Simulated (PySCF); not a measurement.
## SiS and its ions

r²SCAN; Si def2-TZVPPD, S def2-TZVPPD; no relativity (PySCF 2.14). Neutral (UKS): singlet (closed shell), Re = 1.937 Å, ωe = 752 cm⁻¹, De = 6.31 eV, HOMO -7.20 eV, LUMO -3.06 eV.

SiS⁻ (UKS): doublet (π ↑), Re = 2.036 Å, ωe = 612 cm⁻¹, De = 4.80 eV to Si + S⁻. The energies at the minima are -687.65751 hartree for SiS and -687.67981 for SiS⁻.

(1) Work out the adiabatic electron affinity, without and with harmonic zero-point energies (1 hartree = 27.2114 eV, 1 eV = 8065.5 cm⁻¹), and the change of the bond length.

For an ion De counts to the pair picked by the measured ionisation energies or electron affinities, which need not be the lowest pair at this level. The highest Kohn–Sham level is positive in this anion. Much of that is self-interaction error, but it also means that the finite basis helps to hold the extra electron. States were picked by a PBE0 search and need not be the measured ground states.

## Answers

(1) At r²SCAN: 0.02230 hartree = 0.607 eV between the minima; the zero-point term (752.0 − 612.0)/2 cm⁻¹ = +0.009 eV makes it 0.615 eV. Re changes by +9.9 pm against the neutral. The electron enters a π orbital, and the longer bond of the ion fits an antibonding orbital, or a change in how ionic the bond is.
